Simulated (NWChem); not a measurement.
# CHCl3 (chloroform) at 6 levels

Wanted: a comparison of 6 runs (HF/STO-3G, HF/3-21G, B3LYP/6-31G*, B3LYP/6-311+G**, PBE/6-311+G**) of CHCl3 (chloroform). 

The results are computed with NWChem 7.3.0.

## 1. Starting point

CHCl3 has 5 atoms, charge 0, and is taken as a singlet. SMILES: `ClC(Cl)Cl`. The coordinates come from a PBE0-D4/def2-TZVP relaxation.

Bond lengths: Cl1–C2 1.759 Å, C2–Cl3 1.759 Å, C2–Cl4 1.759 Å, C2–H5 1.085 Å. Angles: Cl1–C2–Cl3 111.2°, Cl1–C2–Cl4 111.2°, Cl3–C2–Cl4 111.1°, Cl1–C2–H5 107.7°, Cl3–C2–H5 107.7°, Cl4–C2–H5 107.7°.

## 2. Energy and forces at HF/STO-3G (run 1)

The input, run.py:

```python
from ase import Atoms
from ase.calculators.nwchem import NWChem

atoms = Atoms(['Cl', 'C', 'Cl', 'Cl', 'H'], positions=[
    [-0.671480, 0.393200, 1.545220],
    [0.050100, 0.086910, -0.029470],
    [1.233860, -1.211460, 0.056410],
    [-1.182490, -0.256800, -1.236530],
    [0.570000, 0.988150, -0.335650],
])

calc = NWChem(
    label='sp',
    theory='scf',
    memory='2200 mb',
    basis='STO-3G',
    basispar='spherical bse',
    scf={'nopen': '0', 'rhf': None, 'thresh': '1e-08', 'maxiter': '80'},
)
atoms.calc = calc

forces = atoms.get_forces()
print(f"energy = {atoms.get_potential_energy():.6f} eV")
print("forces (eV/A):")
for s, f in zip(atoms.symbols, forces):
    print(f"{s:2s} {f[0]:10.5f} {f[1]:10.5f} {f[2]:10.5f}")
print("dipole (e A):", atoms.get_dipole_moment().round(4))
```

Run with:

```sh
$ export ASE_NWCHEM_COMMAND="nwchem PREFIX.nwi > PREFIX.nwo"
$ python run.py
```

The program printed:

```text
energy = -38142.015455 eV
forces (eV/A):
Cl   -0.75899    0.40104    1.71462
C     0.45581    0.78722   -0.27027
Cl    1.33985   -1.36649    0.07333
Cl   -1.32108   -0.31532   -1.35060
H     0.28442    0.49360   -0.16707
dipole (e A): [ 0.1619  0.2808 -0.0953]
```

The calculator wrote sp.nwi:

```
title "sp"

permanent_dir sp

scratch_dir sp

start sp

geometry units angstrom nocenter noautosym noautoz
  Cl -6.7147999999999997e-01 3.9319999999999999e-01 1.5452200000000000e+00
  C  5.0099999999999999e-02 8.6910000000000001e-02 -2.9470000000000000e-02
  Cl 1.2338600000000000e+00 -1.2114600000000000e+00 5.6410000000000002e-02
  Cl -1.1824900000000000e+00 -2.5679999999999997e-01 -1.2365299999999999e+00
  H  5.6999999999999995e-01 9.8814999999999997e-01 -3.3565000000000000e-01
end

memory 2200 mb

basis spherical bse noprint
   * library STO-3G
end

scf
  nopen 0
  rhf
  thresh 1e-08
  maxiter 80
end

task scf gradient
```

sp.nwo:

```text
Northwest Computational Chemistry Package (NWChem) 7.3.0
             --------------------------------------------------------

           Job information
           ---------------

    nwchem branch   = 7.3.0
    use scalapack   = T
    input           = sp.nwi
    prefix          = sp.
    data base       = sp/sp.db
    status          = startup
    nproc           =        1

           Memory information
           ------------------

    heap     =     72089598 doubles =      550.0 Mbytes
    stack    =     72089595 doubles =      550.0 Mbytes
    global   =    144179200 doubles =     1100.0 Mbytes (distinct from heap & stack)
    total    =    288358393 doubles =     2200.0 Mbytes
    verify   = yes
    hardfail = no

           Directory information
           ---------------------

  0 permanent = sp
  0 scratch   = sp

                                NWChem Input Module
                                -------------------

                                        sp
                                        --

[... 115 lines left out ...]
 Convergence threshold     :          1.000E-08
[... 13 lines left out ...]
       Final RHF  results
[... 3 lines left out ...]
      One-electron energy =  -2465.867260711054
[... 1 line left out ...]
 Nuclear repulsion energy =    264.654483693381
[... 41 lines left out ...]
                       ROHF Final Molecular Orbital Analysis
[... 166 lines left out ...]
     1   1 0 0      0.305983      0.000000    -18.276050
[... 8 lines of this table left out ...]
     2   0 0 2    -32.305335      0.000000    238.390181

                              NWChem Gradients Module
                              -----------------------

                                        sp

  wavefunction    =   RHF

                         RHF ENERGY GRADIENTS

    atom               coordinates                        gradient
                 x          y          z           x          y          z
   1 Cl     -1.268913   0.743040   2.920042    0.014760  -0.007799  -0.033344
   2 C       0.094675   0.164236  -0.055690   -0.008864  -0.015309   0.005256
   3 Cl      2.331657  -2.289327   0.106599   -0.026056   0.026574  -0.001426
   4 Cl     -2.234582  -0.485282  -2.336703    0.025691   0.006132   0.026265
   5 H       1.077144   1.867333  -0.634287   -0.005531  -0.009599   0.003249

                 ----------------------------------------
                 |  Time  |  1-e(secs)   |  2-e(secs)   |
                 ----------------------------------------
                 |  CPU   |       0.00   |       0.31   |
                 ----------------------------------------
                 |  WALL  |       0.00   |       0.31   |
                 ----------------------------------------

 Task  times  cpu:        2.4s     wall:        2.4s
 Total times  cpu:        2.4s     wall:        2.4s
```

It took 3.9 s on 1 thread of Intel Xeon Platinum 8259CL at 2.50GHz (Skylake/Cascade Lake), shared host; peak memory 0.1 GiB.

## 3. Energy and forces at HF/3-21G (run 2)

The input, chcl3.nw:

```
start chcl3
memory 2200 mb

geometry units au noautosym nocenter noautoz
   Cl    -1.26891330     0.74304031     2.92004260
   C      0.09467528     0.16423610    -0.05569023
   Cl     2.33165748    -2.28932761     0.10659945
   Cl    -2.23458225    -0.48528167    -2.33670304
   H      1.07714389     1.86733287    -0.63428657
end

basis spherical bse
   * library 3-21G
end

scf
   thresh 1e-08
   maxiter 80
   print low
end

task scf gradient
```

Run with:

```sh
$ nwchem chcl3.nw > chcl3.out
```

The program printed:

```text
[...]
  functions       =    50
[...]
  wavefunction    = RHF
[...]
         Total SCF energy =  -1410.075949874077
      One-electron energy =  -2475.934601475373
      Two-electron energy =    801.204186970852
 Nuclear repulsion energy =    264.654464630444
        Time for solution =      2.5s
[...]
                         RHF ENERGY GRADIENTS
    atom               coordinates                        gradient
                 x          y          z           x          y          z
   1 Cl     -1.268913   0.743040   2.920043    0.016056  -0.007754  -0.035733
   2 C       0.094675   0.164236  -0.055690   -0.022286  -0.038597   0.013148
   3 Cl      2.331657  -2.289328   0.106599   -0.027467   0.028900  -0.001710
   4 Cl     -2.234582  -0.485282  -2.336703    0.027720   0.007098   0.027821
   5 H       1.077144   1.867333  -0.634287    0.005978   0.010353  -0.003527
 Task  times  cpu:        3.1s     wall:        3.1s
 Total times  cpu:        3.1s     wall:        3.1s
```

Wall time 3.9 s (1 thread of Intel Xeon Platinum 8259CL at 2.50GHz (Skylake/Cascade Lake), shared host); peak memory 0.1 GiB.

Runs 3 to 5 aren't shown in full; the table further down has their settings and results.

## 4. Energy and gradient at PBE/6-311+G(d,p) (run 6)

The input, input.nw:

```
start input
title "chloroform"
memory 2200 mb

geometry noautosym nocenter noautoz
  Cl    -0.671480     0.393200     1.545220
  C      0.050100     0.086910    -0.029470
  Cl     1.233860    -1.211460     0.056410
  Cl    -1.182490    -0.256800    -1.236530
  H      0.570000     0.988150    -0.335650
end

basis spherical bse
  * library 6-311+G**
end

dft
  xc xpbe96 cpbe96
  grid fine
  convergence energy 1e-08
  maxiter 100
  mulliken
end

task dft gradient
```

Run with:

```sh
$ nwchem input.nw > input.out
```

The program printed:

```text
[...]
          Wavefunction type:  closed shell.
          No. of atoms     :     5
          No. of electrons :    58
[...]
          Charge           :     0
          Spin multiplicity:     1
[...]
          AO basis - number of functions:   118
[...]
              XC Information
              --------------
          PerdewBurkeErnzerhof Exchange Functional  1.000
            Perdew 1991 LDA Correlation Functional  1.000 local
           PerdewBurkeErnz. Correlation Functional  1.000 non-local
[...]
 d= 0,ls=0.0,diis     1  -1418.5683230328 -1.68D+03  1.74D-02  3.06D+00     4.7
[...]
 d= 0,ls=0.0,diis    10  -1418.7271659489 -9.77D-09  3.99D-07  2.76D-10    32.4
         Total DFT energy =    -1418.727165948930
      One electron energy =    -2484.426056454515
           Coulomb energy =      890.910137990455
    Exchange-Corr. energy =      -89.865731178251
 Nuclear repulsion energy =      264.654483693381
[...]
      Total Density - Mulliken Population Analysis
     ---------------------------------------------
    Atom       Charge   Shell Charges
 -----------   ------   -------------------------------------------------------
    1 Cl  17    16.76   0.78  1.19  0.89  1.09  1.03  1.02  7.42 -1.52  1.09  2.89  1.11 -0.19 -0.07  0.03
    2 C    6     7.05   1.10  0.88  0.57  0.80  1.50  0.56  0.95  0.39  0.18  0.12
    3 Cl  17    16.76   0.78  1.19  0.89  1.09  1.03  1.02  7.42 -1.52  1.09  2.89  1.11 -0.19 -0.07  0.03
    4 Cl  17    16.76   0.78  1.19  0.89  1.09  1.03  1.02  7.42 -1.52  1.09  2.89  1.11 -0.19 -0.07  0.03
    5 H    1     0.66   0.28  0.42 -0.05  0.02
[...]
  wavefunction    = closed shell
                         DFT ENERGY GRADIENTS
    atom               coordinates                        gradient
                 x          y          z           x          y          z
   1 Cl     -1.268913   0.743040   2.920042    0.005402  -0.003962  -0.013025
   2 C       0.094675   0.164236  -0.055690   -0.001578  -0.002713   0.000948
   3 Cl      2.331657  -2.289327   0.106599   -0.010894   0.009763  -0.000282
   4 Cl     -2.234582  -0.485282  -2.336703    0.009770   0.001599   0.010774
   5 H       1.077144   1.867333  -0.634287   -0.002700  -0.004688   0.001585
[...]
```

It took 42 s on 1 thread of Intel Xeon Platinum 8259CL at 2.50GHz (Skylake/Cascade Lake), shared host; peak memory 0.13 GiB.

## 5. The series

| run | level | Cartesian functions | iteration cap | energy (Eh) | dipole moment (D) | HOMO energy (eV) | LUMO energy (eV) | wall time |
| --- | --- | --- | --- | --- | --- | --- | --- | --- |
| 1 | HF/STO-3G | no | 80 | -1401.693226 | 1.62 | -11.40 | 7.16 | 3.9 s |
| 2 | HF/3-21G | no | 80 | -1410.075950 | – | – | – | 3.9 s |
| 3 | B3LYP/6-31G* (Cartesian functions) | yes | 100 | -1419.277876 | – | – | – | 30 s |
| 4 | B3LYP/6-31G* (spherical functions) | no | 100 | -1419.267109 | 1.25 | -8.54 | -1.00 | 27 s |
| 5 | B3LYP/6-311+G** | no | 100 | -1419.378572 | 1.17 | -8.69 | -1.28 | 39 s |
| 6 | PBE/6-311+G** | no | 100 | -1418.727166 | 1.13 | -7.55 | -2.04 | 42 s |

## 6. Results

```
                       quantity           value
            run 6: total energy  -1418.72717 Eh
           run 6: dipole moment          1.13 D
             run 6: HOMO energy        -7.55 eV
             run 6: LUMO energy        -2.04 eV
           run 6: HOMO–LUMO gap         5.50 eV
run 6: largest force on an atom      0.753 eV/Å
```

What this shows: Over runs 1, 4, 5, 6 the dipole moment (its size) runs from 1.13 D (PBE/6-311+G**) to 1.62 D (HF/STO-3G). The two ends differ in method and basis. Over runs 1, 4, 5, 6 the HOMO–LUMO gap runs from 5.50 eV (PBE/6-311+G**) to 18.57 eV (HF/STO-3G). Totals of different functionals can't be ranked against each other. In run 1 the basis is minimal, so the values are rough. All runs together took 2.4 min, the longest 42 s.
